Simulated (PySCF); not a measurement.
Computed with PySCF with PBE-D3(BJ)/def2-TZVP. Isolated molecules, 0 K electronic values unless said otherwise. 

Reference species (SMILES): `[CH]=O` (neutral, multiplicity 2).

The dipole moment comes out as 1.48 D.

Changed species: `[BH2]` (radical fragment; the reference has radical fragment).

Problem. Predict the effect on the dipole moment.

Solution. the dipole moment drops by 0.97 D, to 0.51 D.
